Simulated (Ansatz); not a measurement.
Results of HSE06 (plane waves, PAW; Ansatz, an electronic-structure program) for rock-salt NaCl.

Total energies, extrapolated to zero smearing (they compare only within this program, potentials and cutoff; free atoms with spin allowed, lowest state found):

```json
[
 {"system": "rock-salt NaCl, relaxed", "energy (eV/atom)": "-1285.2493"},
 {"system": "free Na atom", "energy (eV/atom)": "-1485.5016"},
 {"system": "free Cl atom", "energy (eV/atom)": "-1078.7552"}
]
```

Q: Work out the cohesive energy per atom.

A: E_coh = [1 × (-1485.5016) + 1 × (-1078.7552)]/2 − (-1285.2493) = 3.12 eV/atom. The reference value is 3.34 eV/atom (measured, static lattice: zero-point vibration energy added; as tabulated in Mejia-Rodriguez and Trickey (2018), arXiv:1807.09216), a difference of -0.22 eV/atom.

The PAW data were made under PBE.
